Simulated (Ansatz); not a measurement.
`COC(=S)SC`, relaxed with RKS PBE0-D4/def2-TZVP in the Gaussian-basis code of Ansatz from a PBE-D4/def2-SVP geometry. The force threshold is 0.005 eV/Å; the program also tests the step.

Charge 0, multiplicity 1.

Start:

```xyz
12

C     0.133   -2.251    0.430
O     1.171   -1.334    0.075
C     0.903   -0.034   -0.141
S     2.105    1.015   -0.544
S    -0.825    0.395    0.047
C    -0.779    2.167   -0.308
H     0.626   -3.233    0.549
H    -0.351   -1.959    1.387
H    -0.638   -2.315   -0.367
H    -1.832    2.508   -0.264
H    -0.165    2.696    0.446
H    -0.347    2.343   -1.311
```

(1) By how much does the energy fall, and how many steps does the optimiser take? (Best estimate.)

(2) Which bonds change most? (An estimate is asked.)

(3) Give the relaxed structure. (An estimate is asked.)

Answers

(1) Computed: 6.68 kJ/mol, in 5 steps.

(2) The calculation gave: C3–S5 from 1.790 to 1.753 Å; S5–C6 from 1.808 to 1.786 Å; C1–H9 from 1.111 to 1.093 Å; C1–H8 from 1.111 to 1.093 Å.

(3) The calculation gave: 
```xyz
12

C     0.124   -2.230    0.425
O     1.159   -1.316    0.087
C     0.893   -0.031   -0.128
S     2.090    1.003   -0.512
S    -0.800    0.395    0.041
C    -0.769    2.145   -0.311
H     0.616   -3.193    0.542
H    -0.358   -1.945    1.363
H    -0.621   -2.290   -0.372
H    -1.804    2.478   -0.226
H    -0.139    2.664    0.409
H    -0.392    2.321   -1.318
```
